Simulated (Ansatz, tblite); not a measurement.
**The cluster Re₃−: rung by rung**

Aim: run the singlet of the cluster Re₃− at one geometry on many levels, and compare frontier levels, spin and run time.

Method: as each input shows; program: Ansatz 0.2.0, Gaussian basis.

The runs, in order: GFN1-xTB, GFN2-xTB, PBE-D4/def2-TZVPD, r2SCAN-D4/def2-TZVPD, CAM-B3LYP-D4/def2-TZVPD, r2SCAN0-D4/def2-TZVPD, PBE-QIDH/def2-TZVPD, LC-ωPBE/def2-TZVPD, LDA/def2-TZVPD, PBE-D4/def2-SVPD, PBE0-D4/def2-SVPD, MP2/def2-TZVPD, RPA/def2-TZVPD.

4 further runs of the same task are left out: 4 that didn't finish.

## (1) The structure

The geometry is that of the singlet, from an earlier relaxation (PBE0-D4/def2-TZVPD). At that level it is the lowest of the isomers that a small search found.

3 atoms, charge -1, spin multiplicity 1.

Bond lengths: Re1–Re2 2.128 Å, Re1–Re3 2.321 Å, Re2–Re3 2.321 Å. Angles: Re2–Re1–Re3 62.7°, Re1–Re2–Re3 62.7°, Re1–Re3–Re2 54.6°.

Re takes a core potential in the def2 sets. No spin-orbit coupling is included. The ion is computed in the gas phase, without counter-ions or solvent.

PBE0-D4/def2-TZVPD was run before; its log isn't repeated, and its numbers join the tables.

## (2) GFN1-xTB

Tight binding, by tblite at 300 K electronic temperature and without a spin-polarisation term:

```python
tblite.interface.Calculator('GFN1-xTB', numbers, positions, charge=-1, uhf=0).singlepoint()
```

Energy -203.0580 eV, HOMO -4.81 eV, LUMO -3.99 eV; 0.009 s.

## (3) GFN2-xTB

Tight binding, by tblite at 300 K electronic temperature and without a spin-polarisation term:

```python
tblite.interface.Calculator('GFN2-xTB', numbers, positions, charge=-1, uhf=0).singlepoint()
```

Energy -269.4122 eV, HOMO -5.56 eV, LUMO -5.01 eV; 0.027 s.

## (4) PBE-D4/def2-TZVPD

start.molden holds the orbitals of an earlier run on this state, given as this run's starting guess.

in.yaml reads:

```yaml
crystal:
  periodic: [false, false, false]
  atoms:
    - {symbol: Re, position_ang: [0.161139, -1.067757, -0.662861]}
    - {symbol: Re, position_ang: [-1.096575, 0.060120, 0.631952]}
    - {symbol: Re, position_ang: [0.935436, 1.007637, 0.030909]}
basis:
  gaussian: {orbitals: def2-TZVPD, initial_orbitals: start.molden}
total_charge: -1
hamiltonian: {xc: pbe, dispersion: d4}
scf: {omitted_lower_state_checks: [starts]}
output: {orbitals: {seedname: orbitals}}
```

Command:

```bash
> ansatz run in.yaml --threads 4 --pin off --events-out ev --progress --plain --max-ram 3916MiB
```

After this run come: r2SCAN-D4/def2-TZVPD; CAM-B3LYP-D4/def2-TZVPD; r2SCAN0-D4/def2-TZVPD; PBE-QIDH/def2-TZVPD; LC-ωPBE/def2-TZVPD; LDA/def2-TZVPD; PBE-D4/def2-SVPD; PBE0-D4/def2-SVPD; MP2/def2-TZVPD; RPA/def2-TZVPD.

**Question.** What will the summary of the whole plan be? Wanted: gap in def2-TZVPD, named functionals, smallest and largest; correlation energy, MP2/def2-TZVPD; PBE0 total energy, smallest basis above largest.

As calculated:

| quantity | value |
| --- | --- |
| gap in def2-TZVPD, named functionals, smallest and largest | 0.09 eV (LDA), 5.99 eV (LC-ωPBE) |
| correlation energy, MP2/def2-TZVPD | -45.02 eV |
| PBE0 total energy, smallest basis above largest | 0.89 eV (def2-SVPD, def2-TZVPD) |

What this shows: Over the named functionals in def2-TZVPD the gap runs from 0.09 eV (LDA) to 5.99 eV (LC-ωPBE); exact exchange widens it. LDA, PBE-D4, r2SCAN-D4 put the HOMO above zero: the outermost electron is held by the basis alone.
